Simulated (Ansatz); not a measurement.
## HB–AlH, triplet: reading a ladder of total energies

Geometry: a point of a stretch scan, not a stationary point.

```xyz
4

B     0.0000    0.0000    0.9946
Al    0.0000    0.0000   -0.9142
H     0.0000    0.0000    2.4046
H     0.0000    0.0000   -2.4850
```

Basis 6-31G; Ansatz 0.2.0. Only valence electrons are correlated (noble-gas cores frozen), which leaves 8 electrons in 20 orbitals. Prefix R: restricted or restricted open-shell reference; prefix U: unrestricted.

Full CI is exact within this basis and frozen core; it isn't the basis-set limit. The frozen core follows each run's orbitals, which can shift R against U totals by a few meV.

UCCSD has a T1 diagnostic of 0.017 and a largest doubles amplitude of 0.10.

Runs differ by some tens of microhartree through their thresholds and, for an open shell, their frozen cores, so the step to full CI, which has another core, is uncertain by up to 0.1 kcal/mol.

```
    level  total energy (hartree)
      UHF             -267.589429
     UMP2             -267.663940
    UCCSD             -267.689479
 UCCSD(T)             -267.692214
   UCCSDT             -267.693178
UCCSDT(Q)             -267.693389
  full CI             -267.693436
```

**Question.** What is the correlation energy at full CI, and what share of it do UMP2 and UCCSD recover?

**Answer.** E(corr) = -267.693436 − (-267.589429) = -0.104007 hartree = -2.830 eV. UMP2: -0.074511 / -0.104007 = 71.64 %. UCCSD: -0.100050 / -0.104007 = 96.20 %.

**Question.** By how many kcal/mol does UCCSD(T) miss full CI (1 hartree = 627.509 kcal/mol), and which steps make up the rest?

**Answer.** -267.692214 − (-267.693436) = 0.001222 hartree = 0.77 kcal/mol. Steps: UCCSDT − UCCSD(T) = -0.60, UCCSDT(Q) − UCCSDT = -0.13, full CI − UCCSDT(Q) = -0.03 kcal/mol. That is within 1 kcal/mol of the reference in this basis, which itself misses far more of the correlation at the basis-set limit.
